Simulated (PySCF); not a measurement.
**Question.** Give a PBE0-D3(BJ)/def2-TZVP geometry of 4-methylthiazole, `Cc1cscn1`.

**Answer.** 
```
atom  x, y, z in Å
C1    -1.641   -0.106    0.269
C2    -0.175   -0.002    0.036
C3     0.536    1.154   -0.108
S4     2.185    0.804   -0.370
C5     1.821   -0.868   -0.271
N6     0.574   -1.145   -0.060
H7    -2.088    0.875    0.425
H8    -2.130   -0.579   -0.587
H9    -1.843   -0.729    1.143
H10    0.174    2.169   -0.069
H11    2.596   -1.616   -0.380
```

Any rigid rotation of these coordinates is as good. Atoms count from 1 in this order. The 6 heavy atoms lie in one plane (0.003 Å rms). The 5-membered ring C2–C3–S4–C5–N6 has internal angles of 89.2° to 115.0° (sum 540°, against 540° for a flat polygon); it is planar, 0.00 Å rms from its mean plane, widest ring torsion 0°. The 2 C–C bonds span 1.364 Å (C2–C3, aromatic) to 1.488 Å (C1–C2, drawn single), a spread of 0.124 Å. The C–N distances run from 1.295 Å (C5–N6, aromatic) to 1.370 Å (C2–N6, aromatic), a spread of 0.075 Å.

Bonds between heavy atoms (Å): C1–C2 1.488, C2–C3 1.364, C3–S4 1.706, S4–C5 1.714, C5–N6 1.295, C2–N6 1.370.

Method: PySCF 2.14.0, PBE0-D3(BJ)/def2-TZVP geometry optimisation, gas phase.

Point group: near Cs, missed by 0.18 Å at most; the miss may be what the optimiser left on a soft mode. Not checked by PBE0-D3(BJ)/def2-TZVP frequencies.

The run took 76 s of wall time on one thread, Arm Neoverse V2 (aarch64) (shared host), and the process peaked at 0.90 GiB of memory. This is the geometry optimisation.
